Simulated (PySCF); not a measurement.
Bonds broken one at a time in the series silaethenyl-X. All species are isolated molecules in the gas phase. One relaxed conformer stands for each flexible species; it need not be the lowest. Strings in code marks are SMILES.

The highest occupied spin orbital from two functionals at the same geometries (PBE0-D3(BJ)/def2-TZVP), both in PySCF: PBE-D3(BJ)/def2-TZVP and PBE0-D3(BJ)/def2-TZVP. 

```
species                      PBE-D3(BJ)/def2-TZVP (eV)  PBE0-D3(BJ)/def2-TZVP (eV)
---------------------------  -------------------------  --------------------------
radical fragment (`[F]`)                        -10.14                      -12.46
radical fragment (`[Br]`)                        -7.43                       -8.76
radical fragment (`[NH2]`)                       -7.06                       -8.67
radical fragment (`[SiH3]`)                      -5.32                       -6.40
radical fragment (`C=[CH]`)                      -5.44                       -6.93
radical fragment (`[BH2]`)                       -4.92                       -6.16
```

Over these rows, drawn at random from the members with no instability flagged (it was tested for open shells, ions and some series alone), PBE minus PBE0-D3(BJ): mean +1.51 eV, from +1.09 eV to +2.32 eV.
